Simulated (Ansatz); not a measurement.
Geometry optimisation, UKS PBE0-D4/def2-SVP (Ansatz).

Input:

```yaml
crystal:
  periodic: [false, false, false]
  atoms:
    - { symbol: B, position_ang: [0.0, 0.0, 0.0] }
    - { symbol: H, position_ang: [0.0, 0.0, 1.44] }
    - { symbol: H, position_ang: [1.0305, 0.0, -0.595] }
    - { symbol: H, position_ang: [-1.0305, 0.0, -0.595] }
    - { symbol: F, position_ang: [0.0, 0.0, 2.66] }
magnetization:
  spin_polarized: true
  initial_magnetization: 1
basis:
  gaussian: { orbitals: def2-SVP }
hamiltonian:
  xc: pbe0
  dispersion: d4
relax:
  f_tol: 0.15
  max_steps: 25
  restrain:
    - { distance: [1, 4], at: 0.92, k: 30.0 }
    - { distance: [0, 1], at: 2.39, k: 30.0 }
```

Launched with:

```bash
$ ansatz run input.yaml --threads 1 --pin off --max-ram 2048MiB --backend cpu --events-out ev --progress --plain --runs-dir out
```

Q: Where does it end, and by what steps?

A: The run converged. The restraints hold the end off the free minimum. After 5 steps the energy has fallen by 0.572 eV (the restraints' own energy left out); H2 moved furthest, 0.58 Å. Joined: H2–F5.

```csv
step,energy less start (eV),largest force component (eV/Å),accepted
0,0.0000,2.104,yes
1,-0.4130,2.531,yes
2,-0.1522,7.545,yes
3,-0.4967,0.901,yes
4,-0.5584,0.583,yes
5,-0.5721,0.297,yes
```

```xyz
5
Properties=species:S:1:pos:R:3
B 0.001 0.000 -0.367
H -0.006 0.000 2.019
H 1.105 0.000 -0.843
H -1.104 0.000 -0.842
F 0.004 0.000 2.944
```

Whether the end is a true minimum wasn't checked by a vibrational analysis.

The run took 8 s on 1 thread of Arm Neoverse V1 (shared host), peak memory 0.11 GiB.
